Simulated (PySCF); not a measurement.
PySCF run on NaF⁻

Input:

```python
from pyscf import gto, scf, cc

mol = gto.M(
    atom='Na 0 0 0; F 0 0 2.13',
    basis='aug-cc-pvdz',
    charge=-1,
    spin=1,
    verbose=4,
)
mf = scf.UHF(mol)
mf.kernel()
mycc = cc.CCSD(mf)
mycc.kernel()
e = mycc.eaccsd(nroots=5)[0]
print('roots (eV) =', (e*27.211386).round(3))
mf.dip_moment()
print('orbital energies (hartree):', [e[max(0, n-3):n+3].round(4) for e, n in zip(mf.mo_energy, mol.nelec)])
```

```bash
$ python input.py
```

It prints (some set-up lines and the per-cycle HOMO/LUMO lines with their warnings removed):

```
PySCF version 2.14.0

[INPUT] verbose = 4
[INPUT] num. atoms = 2
[INPUT] num. electrons = 21
[INPUT] charge = -1
[INPUT] spin (= nelec alpha-beta = 2S) = 1
[INPUT] symmetry False subgroup None
[INPUT] Mole.unit = angstrom
[INPUT] Symbol           X                Y                Z      unit          X                Y                Z       unit  Magmom
[INPUT]  1 Na     0.000000000000   0.000000000000   0.000000000000 AA    0.000000000000   0.000000000000   0.000000000000 Bohr   0.0
[INPUT]  2 F      0.000000000000   0.000000000000   2.130000000000 AA    0.000000000000   0.000000000000   4.025116645324 Bohr   0.0

nuclear repulsion = 24.5955605075493
number of shells = 16
number of NR pGTOs = 85
number of NR cGTOs = 50
basis = aug-cc-pvdz
ecp = {}

******** <class 'pyscf.scf.uhf.UHF'> ********
method = UHF
initial guess = minao
damping factor = 0
level_shift factor = 0
DIIS = <class 'pyscf.scf.diis.CDIIS'>
diis_start_cycle = 1
diis_space = 8
diis_damp = 0
SCF conv_tol = 1e-09
SCF conv_tol_grad = None
SCF max_cycles = 50
direct_scf = True
direct_scf_tol = 1e-13
number electrons alpha = 11  beta = 10
Set gradient conv threshold to 3.16228e-05
init E= -260.907142524517

cycle= 1 E= -261.253006293749  delta_E= -0.346  |g|= 0.459  |ddm|= 0.603
cycle= 2 E= -261.301610286717  delta_E= -0.0486  |g|= 0.394  |ddm|= 0.533
cycle= 3 E= -261.352846219173  delta_E= -0.0512  |g|= 0.0219  |ddm|= 0.196
cycle= 4 E= -261.356119725497  delta_E= -0.00327  |g|= 0.00957  |ddm|= 0.127
cycle= 5 E= -261.357120131731  delta_E= -0.001  |g|= 0.00401  |ddm|= 0.089
cycle= 6 E= -261.35732123548  delta_E= -0.000201  |g|= 0.0014  |ddm|= 0.0569
cycle= 7 E= -261.357348993595  delta_E= -2.78e-05  |g|= 0.000507  |ddm|= 0.0281
cycle= 8 E= -261.357353357993  delta_E= -4.36e-06  |g|= 0.000208  |ddm|= 0.0135
cycle= 9 E= -261.357354116641  delta_E= -7.59e-07  |g|= 3.28e-05  |ddm|= 0.00794
cycle= 10 E= -261.357354130916  delta_E= -1.43e-08  |g|= 9.46e-06  |ddm|= 0.00111
cycle= 11 E= -261.357354131893  delta_E= -9.77e-10  |g|= 3.11e-06  |ddm|= 0.000206
Extra cycle  E= -261.357354131956  delta_E= -6.29e-11  |g|= 1.69e-06  |ddm|= 2.6e-05
converged SCF energy = -261.357354131956  <S^2> = 0.7500396  2S+1 = 2.0000396

******** <class 'pyscf.cc.uccsd.UCCSD'> ********
CC2 = 0
CCSD nocc = (np.int64(11), np.int64(10)), nmo = (50, 50)
max_cycle = 50
direct = 0
conv_tol = 1e-07
conv_tol_normt = 1e-06
diis_space = 6
diis_start_cycle = 0
diis_start_energy_diff = 1e+09
Init t2, MP2 energy = -0.23796586116336
Init E_corr(UCCSD) = -0.237965861175813
cycle = 1  E_corr(UCCSD) = -0.228825257733129  dE = 0.00914060344  norm(t1,t2) = 0.0877461
cycle = 2  E_corr(UCCSD) = -0.236506847058022  dE = -0.00768158932  norm(t1,t2) = 0.0316152
cycle = 3  E_corr(UCCSD) = -0.235529784784027  dE = 0.000977062274  norm(t1,t2) = 0.0248845
cycle = 4  E_corr(UCCSD) = -0.235984256424788  dE = -0.000454471641  norm(t1,t2) = 0.00734895
cycle = 5  E_corr(UCCSD) = -0.236190466197106  dE = -0.000206209772  norm(t1,t2) = 0.00358073
cycle = 6  E_corr(UCCSD) = -0.236158451276225  dE = 3.20149209e-05  norm(t1,t2) = 0.00105401
cycle = 7  E_corr(UCCSD) = -0.236124127167515  dE = 3.43241087e-05  norm(t1,t2) = 0.000583643
cycle = 8  E_corr(UCCSD) = -0.236125838521938  dE = -1.71135442e-06  norm(t1,t2) = 0.000191809
cycle = 9  E_corr(UCCSD) = -0.236128823084785  dE = -2.98456285e-06  norm(t1,t2) = 0.000121329
cycle = 10  E_corr(UCCSD) = -0.236130412167856  dE = -1.58908307e-06  norm(t1,t2) = 7.38675e-05
cycle = 11  E_corr(UCCSD) = -0.236130957005489  dE = -5.44837633e-07  norm(t1,t2) = 3.35066e-05
cycle = 12  E_corr(UCCSD) = -0.23613124131175  dE = -2.84306261e-07  norm(t1,t2) = 1.78975e-05
cycle = 13  E_corr(UCCSD) = -0.236131463312395  dE = -2.22000645e-07  norm(t1,t2) = 9.6403e-06
cycle = 14  E_corr(UCCSD) = -0.236131477746613  dE = -1.4434218e-08  norm(t1,t2) = 5.18376e-06
cycle = 15  E_corr(UCCSD) = -0.236131508500104  dE = -3.07534911e-08  norm(t1,t2) = 2.23757e-06
cycle = 16  E_corr(UCCSD) = -0.23613151057356  dE = -2.07345596e-09  norm(t1,t2) = 1.34785e-06
cycle = 17  E_corr(UCCSD) = -0.236131495191446  dE = 1.53821142e-08  norm(t1,t2) = 7.36458e-07
UCCSD converged
E(UCCSD) = -261.5934856271469  E_corr = -0.2361314951914459

******** <class 'pyscf.cc.eom_uccsd.EOMEA'> ********
max_space = 20
max_cycle = 50
conv_tol = 1e-07
partition = None
EOM-CCSD root 0 E = 0.07616297420851594  qpwt = 0.931539  conv = True
EOM-CCSD root 1 E = 0.07616298694314363  qpwt = 0.93155  conv = True
EOM-CCSD root 2 E = 0.07676876970528085  qpwt = 0.557059  conv = True
EOM-CCSD root 3 E = 0.07676877770985303  qpwt = 0.557106  conv = True
EOM-CCSD root 4 E = 0.08426678207179794  qpwt = 0.969253  conv = True
roots (eV) = [2.073 2.073 2.089 2.089 2.293]

WARN: System has nonzero charge -1; the dipole moment is origin-dependent.
Location of origin: [0. 0. 0.]

Dipole moment(X, Y, Z, Debye):  0.00000, -0.00000, -0.32209
orbital energies (hartree): [array([-0.292 , -0.292 , -0.0221,  0.0792,  0.0792,  0.086 ]), array([-0.3022, -0.2922, -0.2922,  0.0822,  0.0822,  0.0864])]
```

In short: E(SCF) = -261.357354 Eh, 11 cycles, E(CCSD) − E(SCF) = -0.23613 Eh, ⟨S²⟩ = 0.750, attachment roots 2.073, 2.073, 2.089, 2.089, 2.293 eV.

Wall time 21 s on one thread of a shared host.

The bond length is a typed value, not an optimised one. Positive EA roots mean that the added electron is unbound. The dipole of an ion depends on the origin. No search for the lowest solution was made.
